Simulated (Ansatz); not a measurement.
# Structure relaxation of Ca₃O

Method: DFT PBE, scalar-relativistic, plane waves, PAW in Ansatz 0.2.0.

The start puts Ca₃O on the sites of a reported Cu3Pd cell (P4/mmm, No. 123), with O in place of Pd, Ca in place of Cu, at a guessed volume.

Input of the last, converged step (default PAW datasets):

```yaml
crystal:
  lattice:
    - [4.8401155845, 0.0, 0.0]
    - [0.0, 4.8401155845, 0.0]
    - [0.0, 0.0, 4.7591103517]
  atoms:
    - { symbol: Ca, position: [0.0, 0.5, 0.5] }
    - { symbol: Ca, position: [0.5, 0.0, 0.5] }
    - { symbol: Ca, position: [0.5, 0.5, 0.0] }
    - { symbol: O, position: [0.0, 0.0, 0.0] }
basis:
  ecutwfc: 420
kpoints:
  mp_grid: { grid: [10, 10, 10] }
hamiltonian:
  xc: pbe
scf:
  occupations: { method: gaussian, width: 0.1 }
output:
  forces: true
  stress: true
  eigenvalues: true
relax:
  adjacent_minimum: "off"
  f_tol: 0.01
  max_steps: 80
  cell: { stress_tol: 0.05 }
```

Launched as:

```bash
ansatz run input.yaml --threads 1 --pin off --max-ram 2560MiB --backend cpu --events-out ev --progress --plain --runs-dir out
```

It took 2.8 min on 1 thread of Arm Neoverse V2, on a shared host, peak memory 0.51 GiB.

End of the output:

```
SCF converged after 6 iterations
Free energy (F): -6015.734249 eV
Harris-Foulkes:  -6015.734249 eV  (|F-HF|=0.00e0)
Internal energy: -6015.715685 eV  (E = F + TS)
E sigma→0 (E₀):  -6015.724967 eV
Entropy (-TS):   -0.018564 eV (-4.641 meV/atom)
Fermi energy:    6.440667 eV
--- Per-component energies (eV) ---
  E_band       = -487.685709
  E_kinetic    = 1001.035395
  E_local      = -2666.340299  (includes V_loc(G=0)·N_el)
  E_nonlocal   = 240.120520
  E_hartree    = 884.554304
  E_xc         = -482.966418
  E_vxc        = -604.210486  (∫ρ·V_xc dr)
  E_paw        = -2731.368415  (= ΣΔE_a)
  E_vpaw       = -227.401720  (= ΣTr[D̂ρ^β])
  E_aug_tail   = 0.002215  (compensation charges beyond the density's cutoff)
  E_ewald      = -2260.752987
  E_smearing   = -0.018564  (= −TS)
  E_closure    =  0.000000  (closes the sum)
  Σ components = -6015.734249   (vs F -6015.734249, Δ=0.00e0)
--- Forces (eV/Å), atoms counted from 1 ---
  atom   1  Ca     0.00000000     0.00000000     0.00000000
  atom   2  Ca     0.00000000     0.00000000     0.00000000
  atom   3  Ca     0.00000000     0.00000000     0.00000000
  atom   4  O      0.00000000     0.00000000     0.00000000
  max |Σ_I F_I| component: 1.97e-29 eV/Å
--- Stress (GPa, compression-positive) ---
        0.021635       0.000000       0.000000
        0.000000       0.021635       0.000000
        0.000000       0.000000       0.016973
  P = ⅓ Tr σ = 0.0201 GPa (0.201 kbar)
--- Relaxed structure (10 steps of the walk, 9 accepted, 2 SCFs on fresh bases) ---
  F+E_penalty+E_count = -6015.73424921 eV   max|allowed force component| = 1.400e-29 eV/Å   (the final SCF, on the basis selected at the relaxed cell)
  cell:  # Å, volume = 111.6448 Å³
    - [5.093529, 0.000000, 0.0]
    - [0.000000, 5.093529, 0.0]
    - [0.0, 0.0, 4.303293]
  atoms:
    - { symbol: Ca, position: [0.000000, 0.5, 0.500000] }
    - { symbol: Ca, position: [0.5, 0.000000, 0.500000] }
    - { symbol: Ca, position: [0.5, 0.5, 0.0] }
    - { symbol: O, position: [0.000000, 0.000000, 0.0] }
```

Total energies depend on the potentials used, so only differences within one code and one set of settings carry meaning.

The result has space group P4/mmm (No. 123). Ca on Wyckoff site e (2 atoms of the primitive cell) is coordinated by 4 Ca at 3.33 Å, 4 O at 3.33 Å and 4 Ca at 3.60 Å; Ca on Wyckoff site c (1 atom of the primitive cell) is coordinated by 8 Ca at 3.33 Å and 4 O at 3.60 Å; O is coordinated by 8 Ca at 3.33 Å and 4 Ca at 3.60 Å.

Against the elements it lies at -0.04 eV/atom. Energies over the elements count from the elements' standard structures at the same level (O₂ as a molecule), with no empirical corrections.

For metals, differences of a few meV/atom aren't resolved.

Symmetry constrained the relaxation, so the result can be a saddle point.